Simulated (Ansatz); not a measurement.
Process, species as SMILES: C=CF + 3 [H][H] (H2) → 2 C (CH4) + F (HF)
B3LYP-D3(BJ)/def2-TZVP geometries, fixed; electronic energies without zero-point terms.

Basis-set convergence of the energy of full hydrogenation at HF with Ansatz (a first-principles code). Cartesian d functions, on some or all atoms, in 6-31+G*; all else is spherical. No added dispersion term, no relativity. Functions are those of the species that has most. Reference: the value in aug-pcseg-3, -83.00 kcal/mol, itself unsure by roughly 0.04 kcal/mol (its mean distance from aug-cc-pVQZ, def2-QZVPPD, pcseg-3). Deviations are taken from unrounded values.

```
basis        functions  energy of full hydrogenation (kcal/mol)  minus reference (kcal/mol)
-----------  ---------  ---------------------------------------  --------------------------
STO-3G              18                                   -89.88                       -6.88
pcseg-0             33                                   -83.43                       -0.44
cc-pVDZ             57                                   -84.54                       -1.54
pcseg-1             57                                   -86.03                       -3.03
6-31+G*             63                                   -84.65                       -1.66
cc-pVTZ            132                                   -82.75                        0.25
pcseg-2            132                                   -83.62                       -0.62
def2-TZVPP         135                                   -83.19                       -0.19
aug-pcseg-2        207                                   -83.21                       -0.21
```

The smallest set listed that lies within 4 kcal/mol of the reference with all its larger relatives (same family, alike in diffuse functions; a set with none counts only in the reference's own line) is pcseg-0 (33 functions, -0.44 kcal/mol off). (Relatives not listed, tested too: 6-311+G** -2.61, 6-311++G(2d,2p) -2.46, 6-311++G(3df,3pd) 0.19, cc-pVQZ 0.14, def2-QZVP 0.03, def2-QZVPP 0.03, pcseg-3 -0.05, aug-pcseg-3 0.00 kcal/mol.)
